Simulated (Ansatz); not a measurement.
# AlH+ (doublet): PBE-QIDH, RPA-PBE over a scan of the distance Al1–H2, cc-pVQZ

Aim: run AlH+ (doublet) with these functionals over a scan of the distance Al1–H2, and hold them against the top wave-function level at the same points.

Method: cc-pVQZ, all electrons in the functionals, frozen cores in the correlation of double hybrids and RPA; program: Ansatz 0.2.0, Gaussian basis.

The runs, in order: PBE-QIDH, RPA-PBE, at 1.279 Å; 1.424 Å; 1.619 Å; 1.757 Å; 1.970 Å; 2.253 Å; 2.623 Å; 3.063 Å; 3.493 Å; 4.348 Å; 5.588 Å.

27 further runs of the same task are left out: 4 for a known fault of the program, 17 that didn't finish, 6 set aside as unsound or not needed.

### 1 The system

The geometry derives from a PBE0/def2-TZVP stationary point (not a proven minimum). One bond is set to the value named and the two fragments are kept rigid.

2 atoms, charge 1, spin multiplicity 2.

Atoms are counted from 1 here; the program's logs count them from 0.

Bond lengths: Al1–H2 1.619 Å.

No dispersion term is added.

The geometry shown and the zero of energy belong to the point 1.619 Å. The yardstick, FCI, and other wave-function levels (R restricted, U unrestricted, valence and pair active spaces) come from earlier runs.

### 2 PBE-QIDH, 1.279 Å

in.yaml reads:

```yaml
crystal:
  periodic: [false, false, false]
  atoms:
    - {symbol: Al, position_ang: [0.000000, 0.000000, 0.000000]}
    - {symbol: H, position_ang: [0.000000, 0.000000, 1.279000]}
basis:
  gaussian: {orbitals: cc-pVQZ}
total_charge: 1
magnetization: {spin_polarized: true, initial_magnetization: 1}
hamiltonian: {xc: {name: PBE-QIDH}}
correlation: {electrons: outside_noble_gas}
```

Run with:

```sh
$ ansatz run in.yaml --threads 1 --pin off --events-out ev --progress --plain --max-ram 2393MiB
```

After this run come: PBE-QIDH, 1.424 Å; PBE-QIDH, 1.619 Å; PBE-QIDH, 1.757 Å; PBE-QIDH, 1.970 Å; PBE-QIDH, 2.253 Å; PBE-QIDH, 2.623 Å; PBE-QIDH, 3.063 Å; PBE-QIDH, 3.493 Å; PBE-QIDH, 4.348 Å; PBE-QIDH, 5.588 Å; RPA-PBE, 1.279 Å; RPA-PBE, 1.424 Å; RPA-PBE, 1.619 Å; RPA-PBE, 1.757 Å; RPA-PBE, 1.970 Å; RPA-PBE, 2.253 Å; RPA-PBE, 2.623 Å; RPA-PBE, 3.063 Å; RPA-PBE, 3.493 Å; RPA-PBE, 4.348 Å; RPA-PBE, 5.588 Å.

Q: Predict the results of all the runs planned. Wanted: span of the FCI curve; largest miss, PBE-QIDH; largest miss, RPA-PBE.

**Answer**, as computed:

| quantity | value |
| --- | --- |
| span of the FCI curve | 1.005 eV |
| largest miss, PBE-QIDH | +0.072 eV (5.588 Å) |
| largest miss, RPA-PBE | +0.038 eV (3.493 Å) |

In words: Of the functionals, RPA-PBE keep the smallest largest miss at the points compared (at most 0.038 eV) and PBE-QIDH strays most (0.072 eV, at 5.588 Å). Functionals and the yardstick converge differently with the basis, so part of each miss in cc-pVQZ is the basis.
